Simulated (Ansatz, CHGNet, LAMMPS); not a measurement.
## hcp Ti, c axis length

Reference value: 4.683 Å (measured, 293 K, not corrected to a static lattice; as tabulated in Wikipedia's data pages).

```csv
level (code),value (Å),difference (%)
Lennard-Jones uff-vdw (LAMMPS),5.038,+7.58
CHGNet 0.3.0 (CHGNet),4.687,+0.09
LDA (Ansatz),4.534,-3.18
PBE (Ansatz),4.650,-0.70
PBE-D4 (Ansatz),4.629,-1.15
r²SCAN+rVV10 (Ansatz),4.630,-1.13
HSE06 (Ansatz),4.643,-0.85
```

Leaving aside Lennard-Jones uff-vdw, which can be fitted to such values or carry a doubt: The reference is not for a static lattice or low temperature, so close values are not ranked against it. Off by more than 1.75 % (a bound picked here): LDA (-3.18 %).

The reference has no zero-point or thermal correction, while the calculations are for a static lattice, so the differences are not the levels' errors alone. A static lattice is as a rule a little smaller than the measured one.  Lennard-Jones uff-vdw: this is a force field's van der Waals term alone, without bonds or charges. Cutoffs and k meshes differ between the levels. Ansatz's density-functional and Hartree–Fock values are scalar-relativistic unless marked +SOC, with PAW data made under PBE.

Machine-learned potentials (CHGNet 0.3.0) are trained on DFT data, which may include these solids.

Differences are worked out from the printed values.

Ansatz is an electronic-structure program.
